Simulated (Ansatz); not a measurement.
**Molecular dynamics, step by step**

HSO (SMILES [O-]S) (charge -1), singlet, PBE-D4/def2-SVP (Ansatz 0.2.0). Settings (timestep in fs, temperature in K; T counts 3 degrees of freedom):

```yaml
hamiltonian: {xc: pbe, dispersion: d4}
md: {n_steps: 30, timestep: 1.0, temperature: 100, ensemble: nvt_nose_hoover, seed: 968, initial_velocities: maxwell_boltzmann}
```

Start (the SMILES describes the start alone):

```xyz
3
angstrom
O -0.0248 1.2302 0.1235
S -0.4950 -0.1973 -0.2918
H 0.5199 -1.0329 0.1683
```

```csv
step,time (fs),potential energy less the start (meV),kinetic energy (meV),T (K)
0,0.00,0.0,12.9,100
2,2.00,-57.6,69.1,534
4,4.00,-94.1,105.1,813
6,6.00,-90.6,101.1,782
8,8.00,-74.8,84.3,652
10,10.00,-68.3,76.3,590
12,12.00,-70.2,76.0,588
14,14.00,-58.6,62.1,481
16,16.00,-20.1,23.0,178
18,18.00,0.9,2.6,20
20,20.00,-36.1,38.0,294
22,22.00,-77.3,76.7,593
24,24.00,-84.2,81.0,627
26,26.00,-77.1,71.3,552
28,28.00,-79.6,70.7,547
30,30.00,-91.1,78.4,606
```

Step 4, positions (Å) and forces (eV/Å):

```
atom       x       y       z      Fx      Fy      Fz
  O1  -0.024   1.245   0.126   0.094   1.025   0.166
  S2  -0.497  -0.201  -0.293   0.217  -0.975   0.010
  H3   0.553  -1.150   0.173  -0.312  -0.051  -0.175
```

Step 8, positions (Å) and forces (eV/Å):

```
atom       x       y       z      Fx      Fy      Fz
  O1  -0.022   1.270   0.130  -0.067  -0.260  -0.065
  S2  -0.497  -0.210  -0.294   0.639  -0.350   0.309
  H3   0.549  -1.281   0.157  -0.572   0.610  -0.244
```

Step 26, positions (Å) and forces (eV/Å):

```tsv
atom	x	y	z	Fx	Fy	Fz
O1	-0.018	1.282	0.133	-0.259	-0.717	-0.221
S2	-0.499	-0.216	-0.296	0.830	0.190	0.474
H3	0.551	-1.258	0.160	-0.572	0.527	-0.253
```

Last step (30):

| atom | x (Å) | y (Å) | z (Å) |
| --- | --- | --- | --- |
| O1 | -0.0201 | 1.2588 | 0.1293 |
| S2 | -0.4993 | -0.2074 | -0.2952 |
| H3 | 0.5783 | -1.1670 | 0.1852 |

Hardware: 2 CPU threads of an AMD EPYC, shared host. Wall time about 15 s.
